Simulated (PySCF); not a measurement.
A basis-limit estimate, worked out

An elementary step of SiH$_{4}$ClF, closed shell (SiH₃Cl ([SiH3][Cl]) + HF → SiH₂ClF ([F][SiH2][Cl]) + H₂; Si–H, H–F broken or loosened, Si–F, H–H formed or tightened). “Start” and “end” are the PBE0-D4/def2-TZVP structures reached by relaxing down either side of its saddle point, with the molecules still in contact.

PySCF 2.14 with density fitting (its default auxiliary sets; JK sets also for MP2 and CCSD(T)); basis: def2-TZVPP and def2-QZVPP; cores frozen in the correlated methods.

Energies in eV:

| quantity | end | start |
| --- | --- | --- |
| Hartree–Fock, triple zeta (X = 3) | -23139.43081 | -23138.25040 |
| Hartree–Fock, quadruple zeta (X = 4) | -23140.18598 | -23138.97942 |
| MP2 correlation, X = 3 | -16.11561 | -16.16410 |
| MP2 correlation, X = 4 | -17.63614 | -17.68938 |
| CCSD(T) correlation, X = 3 | -17.73733 | -17.83297 |

(1) Work out the step energy at the basis limit: extrapolate Hartree–Fock as E(X) = E∞ + A exp(−7.88 √X) and the MP2 correlation as E(X) = E∞ + B X^−2.97 (the exponents that Neese and Valeev fitted for def2-TZVPP and QZVPP), then add CCSD(T) − MP2 in triple zeta.

The T1 diagnostic stays at or below 0.012.

Results:

(1) Each step is linear, so take the differences first (end − start): Hartree–Fock -1.18041 (X = 3) and -1.20656 (X = 4); MP2 correlation 0.04849 and 0.05324; CCSD(T) correlation 0.09564.
Two points give E∞ = E(4) + w [E(4) − E(3)], with w = 1/(exp(7.88 (2 − √3)) − 1) = 0.1377 for Hartree–Fock and w = 1/((4/3)^2.97 − 1) = 0.7407 for the correlation.
Hartree–Fock: -1.20656 + 0.1377 × (-0.02615) = -1.2102 eV.
MP2 correlation: 0.05324 + 0.7407 × 0.00475 = 0.0568 eV.
CCSD(T) − MP2: 0.09564 − 0.04849 = 0.0472 eV.
Sum: -1.2102 + 0.0568 + 0.0472 = -1.1062 eV, or -25.51 kcal/mol. Plain CCSD(T) in triple zeta gives -1.0848 eV, so the larger basis shifts the result by -0.0214 eV.

Labels in which every atom is bracketed show which atoms are joined, not bond orders.

For scale, one of the runs: CCSD(T)/def2-TZVPP, 171 basis functions, launched by `OMP_NUM_THREADS=4 python run.py`. Time: 5.7 min of wall clock on 4 CPU threads of an Intel Xeon; the host was shared. Peak host memory: 1.5 GiB.
